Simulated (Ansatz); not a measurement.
# O₂+ (doublet): from Hartree-Fock to the top rungs, def2-QZVPP

The task here is to estimate one member of a computed series from the others.

Computed with Ansatz 0.2.0, Gaussian basis. Level: def2-QZVPP, core rule «outside noble gas», up to 2 orbitals frozen.

The runs, in order: UHF; ROHF; CCSD(T) on UHF.

### The system

The geometry is a PBE0/def2-TZVP stationary point (not a proven minimum) of the parent state, kept for this charge and spin.

2 atoms, charge 1, spin multiplicity 2.

Atoms are counted from 1 here; the program's logs count them from 0.

Bond lengths: O1–O2 1.346 Å.

The first run:

Input file in.yaml:

```yaml
crystal:
  periodic: [false, false, false]
  atoms:
    - {symbol: O, position_ang: [0.000000, 0.000000, 0.000000]}
    - {symbol: O, position_ang: [0.000000, 0.000000, 1.345600]}
basis:
  gaussian: {orbitals: "def2-QZVPP.json"}
total_charge: 1
magnetization: {spin_polarized: true, initial_magnetization: 1}
hamiltonian: {xc: hf}
output: {orbitals: {seedname: orbitals}}
```

Run with:

```sh
ansatz run in.yaml --threads 1 --pin off --events-out ev --progress --plain --max-ram 2393MiB
```

Steps of the session up to this table: UHF; ROHF; CCSD(T) on UHF.

One table of the session follows, with a row left open; its other results are not shown here.

| method | from UCCSD(T) (kcal/mol) |
| --- | --- |
| ROHF | +345.98 |
| UHF | ? |
| UMP2 | +58.87 |
| UCCSD | +18.98 |
| UCCSD(T) | 0 |

Estimate the missing values for UHF.

As computed: from UCCSD(T) (kcal/mol): +290.43. In the column «from UCCSD(T) (kcal/mol)» it lies between UMP2 (+58.87) and ROHF (+345.98).

The program flags UCCSD(T) as in doubt (see the logs), so the zero of the table is itself unsure.

To keep in mind: The determinant is far from a pure spin state, so its energy mixes those of several spin states (harmless only where they are near-degenerate, as at dissociation). The program flags UCCSD(T) as in doubt, so the zero of the table is itself unsure.
